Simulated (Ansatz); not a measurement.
# Al2H4 (singlet): the correlation ladder at distance Al1–Al2 = 3.664 Å, cc-pVDZ

The task here is to estimate one member of a computed series from the others.

Computed with Ansatz 0.2.0, Gaussian basis. Level: cc-pVDZ, core rule «outside noble gas», up to 10 orbitals frozen.

The runs, in order: UHF; CCSD(T) on RHF; CCSD(T) on UHF; BCCD(T) on RHF; CISD; CCSDT(Q) on RHF; CCSDT(Q) on UHF; CCSDTQ on RHF; CASSCF and MRCISD+Q, 2 electrons in 2 orbitals; CASSCF and NEVPT2, 2 electrons in 2 orbitals.

## The geometry

The geometry derives from a PBE0/def2-TZVP stationary point (not a proven minimum). One bond is set to the value named and the two fragments are kept rigid.

6 atoms, charge 0, spin multiplicity 1.

Atoms are counted from 1 here; the program's logs count them from 0.

Bond lengths: Al1–H3 1.595 Å, Al1–H4 1.595 Å, Al2–H5 1.595 Å, Al2–H6 1.595 Å. Angles: H3–Al1–H4 116.1°, H5–Al2–H6 116.1°.

The first run:

in.yaml reads:

```yaml
crystal:
  periodic: [false, false, false]
  atoms:
    - {symbol: Al, position_ang: [0.000000, 0.000000, 1.832000]}
    - {symbol: Al, position_ang: [0.000000, 0.000000, -1.832000]}
    - {symbol: H, position_ang: [0.000000, 1.353331, 2.675815]}
    - {symbol: H, position_ang: [0.000000, -1.353331, 2.675815]}
    - {symbol: H, position_ang: [0.000000, 1.353331, -2.675815]}
    - {symbol: H, position_ang: [0.000000, -1.353331, -2.675815]}
basis:
  gaussian: {orbitals: cc-pVDZ}
magnetization: {spin_polarized: true, initial_magnetization: 0}
hamiltonian: {xc: hf}
output: {orbitals: {seedname: orbitals}}
```

Run with:

```sh
$ ansatz run in.yaml --threads 1 --pin off --events-out ev --progress --plain --max-ram 4096MiB --backend cpu
```

Steps of the session up to this table: UHF; CCSD(T) on RHF; CCSD(T) on UHF; BCCD(T) on RHF; CISD; CCSDT(Q) on RHF; CCSDT(Q) on UHF; CCSDTQ on RHF; CASSCF and MRCISD+Q, 2 electrons in 2 orbitals; CASSCF and NEVPT2, 2 electrons in 2 orbitals.

One of the session's tables, all rows but one given; the rest of the session is left out.

It belongs to the step «Misses and costs». 

```
       method  from RCCSDTQ (kcal/mol)
          RHF                  +114.99
          UHF                  +113.01
         RMP2                   +30.97
         CISD                   +13.56
        RCCSD                    +3.80
     RCCSD(T)                    +1.11
      BCCD(T)                    +1.08
       RCCSDT                    +0.20
    RCCSDT(Q)                        ?
      RCCSDTQ                        0
  CASSCF pair                  +100.71
  NEVPT2 pair                   +27.58
  MRCISD pair                    +9.29
MRCISD+Q pair                    +0.24
```

Estimate the missing values for RCCSDT(Q).

The run gave: from RCCSDTQ (kcal/mol): +0.04. In the column «from RCCSDTQ (kcal/mol)» it lies between RCCSDTQ (0) and RCCSDT (+0.20).
